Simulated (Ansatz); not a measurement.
Correlation energies of C3H4FN (`FC1C=NC1`) by basis set

```xyz
9

F    -0.4419   -1.7954   -0.4780
C    -0.4877   -0.5587    0.1109
C     0.6819   -0.1232    0.9406
N     0.9691    0.9488    0.3035
C    -0.0512    0.6507   -0.7391
H    -1.4604   -0.4487    0.6002
H     1.1571   -0.4941    1.8467
H    -0.7749    1.4530   -0.8980
H     0.4080    0.3677   -1.6868
```

The species carries charge 0 and has multiplicity 1. Geometry: relaxed with PBE0-D4/def2-TZVP. Frozen core, restricted reference, Ansatz 0.2.0. CBS rows extrapolate triple and quadruple zeta; past MP2 they add the triple-zeta difference.

| basis | HF (Eh) | MP2 corr. | CCSD corr. | (T) | CCSD(T) total |
| --- | --- | --- | --- | --- | --- |
| def2-SVP | -269.53750 | -0.73911 | -0.77480 | -0.02483 | -270.33713 |
| def2-TZVPP | -269.85934 | -0.92644 | -0.95011 | -0.04044 | -270.84989 |
| def2-QZVPP | -269.87120 | -0.99517 | – | – | – |
| CBS(def2) | -269.87284 | -1.04608 | -1.06975 | as TZ | -270.98303 |
